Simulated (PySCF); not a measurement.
Gas-phase reaction: 2 BH₃ + C₃H₈ ⇌ 2 BH + 3 CH₄

Computed with PySCF and rigid-rotor harmonic-oscillator thermochemistry at 1 bar. 'Table' is the NASA 1993 thermochemical table (part measured, part estimated). † marks an energy on the PBE0/def2-TZVP geometry and frequencies; other levels use their own. All species are closed-shell singlets. The table's entry may be an old estimate for BH₃, BH (not checked at source).

PBE0/def2-SVP† gives ΔH°(298 K) = 642.8 kJ.

Q: What does PBE/def2-SVP give, and where does the table lie?

A: PBE/def2-SVP: 634.3 kJ. Table: 552.8 kJ.
